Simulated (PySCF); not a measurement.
## Working out the electron affinity of F

F⁻ [Ne] (1S) → F [He] 2s2 2p5 (2P). Calculation: PySCF 2.14, in aug-cc-pCVTZ-DK with one added diffuse shell each of s, p, d, f type (8s7p5d3f, 75 functions); scalar relativity by spin-free X2C-1e. Frozen: 1s2. Energies in hartree (1 hartree = 27.21139 eV):

```csv
part,F⁻ (lower),F (upper)
UHF,-99.537291,-99.493808
CCSD correlation,-0.294085,-0.221785
(T),-0.010839,-0.004627
```

Task: What does Hartree-Fock give?

Result: (-99.493808) − (-99.537291) = 0.043483 hartree = 1.183 eV.

Task: What do CCSD and CCSD(T) give?

Result: The CCSD correlation energies differ by 0.072300 hartree = 1.967 eV and the triples by 0.006212 hartree = 0.169 eV, so CCSD gives 3.150 eV and CCSD(T) 3.319 eV.

A first-order spin-orbit estimate adds -0.017 eV to CCSD(T) (valence), giving 3.302 eV against 3.401 eV (measured; photodetachment measurements, as compiled on the Wikipedia data page of electron affinities).

What remains against the reference includes basis incompleteness, the frozen core and higher excitations.
